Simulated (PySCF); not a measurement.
**Shifts of the heteroatoms**

Geometry:
| atom | x (Å) | y (Å) | z (Å) |
| --- | --- | --- | --- |
| H1 | -1.192 | -1.055 | -0.527 |
| N2 | -1.352 | -0.195 | -0.001 |
| C3 | -0.268 | 0.399 | 0.256 |
| C4 | 1.039 | -0.067 | -0.139 |
| N5 | 2.078 | -0.447 | -0.458 |
| H6 | -0.285 | 1.335 | 0.815 |

- σ from GIAO-B97-2/pcSseg-2
- PBE0-D3(BJ)/def2-TZVP structure
- code: PySCF
- relativity neglected, single conformer, in vacuum

Task: Where does ¹⁵N resonate?

Result: 
| atoms | environment | σ (ppm) | δ (ppm) |
| --- | --- | --- | --- |
| N2 | imine nitrogen | -143.4 | -17.7 |
| N5 | nitrile nitrogen | -44.6 | -108.7 |

Shieldings were converted by a linear fit to measured shifts: ¹⁵N: δ = -149.73 − 0.920σ (rms 6.4 ppm, 44 shifts vs CH3NO2, solution or neat liquid). A few per cent of atoms miss by over 2 rms, more outside the fitted compound classes.

On a 500 MHz spectrometer ¹⁵N resonates near 50.7 MHz, so 1 ppm is 50.7 Hz.
